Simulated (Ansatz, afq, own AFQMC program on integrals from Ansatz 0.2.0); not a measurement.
# MgGeH₂, triplet: AFQMC among the cluster methods

```yaml
atoms:
  - { symbol: Ge, position_ang: [0.0000, -0.3323, 2.2107] }
  - { symbol: Mg, position_ang: [0.0000, -0.1715, -1.8961] }
  - { symbol: H, position_ang: [0.0000, 0.8028, 3.2748] }
  - { symbol: H, position_ang: [0.0000, -0.2990, -3.5894] }
```

Connectivity, by distances: GeH ··· MgH.

Basis cc-pVDZ. Noble-gas cores (and the filled d shells of Ga–Kr and In–Xe) are frozen. Integrals, coupled cluster, full CI and functionals: Ansatz 0.2.0; the random walks run on the same integrals in our own AFQMC program. ph-AFQMC/CISD is guided by a CISD state made of CCSD amplitudes; releasing the constraint for a short imaginary time cuts its bias at the price of noise, slowly where states lie close. ± is one standard error of the sampling. No spin–orbit coupling.

Determinant: UHF, the one that the program's search chose, which needn't be the lowest solution. The geometry is a point of a scan.

No full CI on the walks' own integrals is used here; CCSDT(Q) serves as the reference and is uncertain by about the last step of the cluster series.

Cautions: no relativity below Rb; no spin-orbit coupling; inner d shell frozen; lower spins were not checked; unrestricted determinant slightly spin contaminated (⟨S²⟩ 2.08 against 2.00).

```
T1 diagnostic                               : 0.0301
weight of the determinant in the CISD state : 0.888
⟨S²⟩ of the determinant                     : 2.078
size of the correlated space                : 8 electrons in 36 orbitals
```

Reference: CCSDT(Q), correlation energy -3.347 eV. The released energy is read at 2.40 1/Eh (meV from the phaseless value at times in 1/Eh: -4 ± 6 at 0.24, -10 ± 7 at 0.51, -8 ± 7 at 0.99, -20 ± 8 at 1.62, -22 ± 8 at 2.40).

| level | E − E(reference) (kJ/mol) | share of correlation (%) |
| --- | --- | --- |
| HF | 322.9 | 0.00 |
| MP2 | 93.3 | 71.09 |
| CCSD | 8.5 | 97.37 |
| CCSD(T) | 2.6 | 99.19 |
| CCSDT | 0.2 | 99.93 |
| ph-AFQMC/CISD | 1.9 ± 0.6 | 99.42 |
| released AFQMC | -0.2 ± 0.7 | 100.07 |

A walk keeps the symmetry of its determinant, which the program's search chose and which needn't be the lowest solution, so a lower state of the same spin and another symmetry isn't excluded. Released energies are given only where the last usable release times agree within the noise; a slower fall can still hide under it.
